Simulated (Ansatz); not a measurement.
# HO2 (hydroperoxy): UHF/STO-3G

What is the vertical ionisation energy of HO2 (hydroperoxy) at UHF/STO-3G? 

The results are computed with Ansatz 0.2.0.

33 further runs of the same task are left out: 33 set aside as unsound or not needed.

**1. The structure to begin with**

HO2: 3 atoms, total charge 0, spin state doublet. As SMILES, `[O]O`. Geometry: relaxed at PBE0-D4/def2-TZVP.

Bond lengths: O1–O2 1.309 Å, O2–H3 0.975 Å. Angles: O1–O2–H3 105.8°.

**2. The energy at UHF/STO-3G**

job.yaml

```yaml
basis:
  gaussian:
    orbitals: STO-3G
crystal:
  periodic: [false, false, false]
  atoms:
    - {symbol: O, position_ang: [-0.355150, 0.941950, -0.088650]}
    - {symbol: O, position_ang: [-0.244540, -0.359400, -0.172440]}
    - {symbol: H, position_ang: [0.599690, -0.582550, 0.261090]}
magnetization:
  spin_polarized: true
  initial_magnetization: 1
hamiltonian:
  xc: hf
accuracy: high
output: {orbitals: {seedname: orbitals}}
```

The run is started by

```sh
ansatz run job.yaml --threads 1 --pin off --max-ram 3480MiB --events-out events.jsonl --progress --plain --runs-dir runs
```

Standard output:

```text
Warning: RAYON_NUM_THREADS=1 ignored (pool sized by the plan → 1); use --threads N
Functional definition: HF
  name "HF"
  exchange = exact_x
  correlation = 0
168 factors; integrals over basis functions are off by at most 3.9e-8 eV
mean field evaluation 1: about -4030.1624 eV, gradient 1.4e1 eV
mean field evaluation 2: about -4030.2762 eV, gradient 1.4e1 eV
mean field evaluation 4: about -4032.2316 eV, gradient 2.9e0 eV
mean field evaluation 8: about -4032.5375 eV, gradient 1.6e-1 eV
mean field evaluation 16: about -4032.5346 eV, gradient 1.5e-8 eV
mean field evaluation 32: about -4031.5852 eV, gradient 4.7e0 eV
mean field -4032.53462493 eV, -148.1929141161 hartree, gradient 1.7e-8 eV, S^2 0.753444; 3 other end points of the search recorded, 0 dependent functions left out
reference -4032.53462493 eV, -148.1929141161 hartree; 9, 8 occupied and 2, 3 virtual orbitals, 168 factors
Total energy: -4032.53462493 eV, -148.1929141161 hartree
```

Wall time 0.08 s (1 thread of Arm Neoverse V1, shared host).

**3. The singlet cation at the same level**

job.yaml

```yaml
basis:
  gaussian: {orbitals: STO-3G}
crystal:
  periodic: [false, false, false]
  atoms:
    - {symbol: O, position_ang: [-0.355150, 0.941950, -0.088650]}
    - {symbol: O, position_ang: [-0.244540, -0.359400, -0.172440]}
    - {symbol: H, position_ang: [0.599690, -0.582550, 0.261090]}
total_charge: 1
hamiltonian: {xc: hf}
accuracy: high
output: {orbitals: {seedname: orbitals}}
```

The run is started by

```sh
ansatz run job.yaml --threads 1 --pin off --max-ram 3480MiB --events-out events.jsonl --progress --plain --runs-dir runs
```

Standard output:

```text
Warning: RAYON_NUM_THREADS=1 ignored (pool sized by the plan → 1); use --threads N
Functional definition: HF
  name "HF"
  exchange = exact_x
  correlation = 0
168 factors; integrals over basis functions are off by at most 3.9e-8 eV
mean field evaluation 1: about -4021.2563 eV, gradient 1.4e1 eV
mean field evaluation 2: about -4021.3334 eV, gradient 1.4e1 eV
mean field evaluation 4: about -4022.0333 eV, gradient 2.0e0 eV
mean field evaluation 8: about -4022.0944 eV, gradient 7.6e-2 eV
mean field evaluation 16: about -4020.0608 eV, gradient 4.3e0 eV
mean field -4022.09445846 eV, -147.8092450750 hartree, gradient 2.2e-8 eV, S^2 0.000000; 0 other end points of the search recorded, 0 dependent functions left out
reference -4022.09445846 eV, -147.8092450750 hartree; 8, 8 occupied and 3, 3 virtual orbitals, 168 factors
Total energy: -4022.09445846 eV, -147.8092450750 hartree
```

It took 0.06 s on 1 thread of Arm Neoverse V1, shared host.

**4. Summary of results**

At UHF/STO-3G:

| quantity | value |
| --- | --- |
| doublet HO2: total energy | -148.19291 Eh |
| doublet HO2: HOMO energy (highest over α and β) | -9.65 eV |
| doublet HO2: LUMO energy (lowest over α and β) | 9.09 eV |
| doublet HO2: ⟨S²⟩ | 0.753 |
| singlet cation: total energy | -147.80925 Eh |
| singlet cation: HOMO energy | -24.39 eV |
| singlet cation: LUMO energy | -9.13 eV |
| singlet cation: HOMO–LUMO gap | 15.26 eV |
| vertical ionisation energy (to the singlet cation) | 10.440 eV |

What this shows: The vertical ionisation energy comes to 10.44 eV (241 kcal/mol). Only the singlet of the ionised species was computed; a triplet could lie lower. In a minimal basis such a difference can be off by several eV, whatever the method.
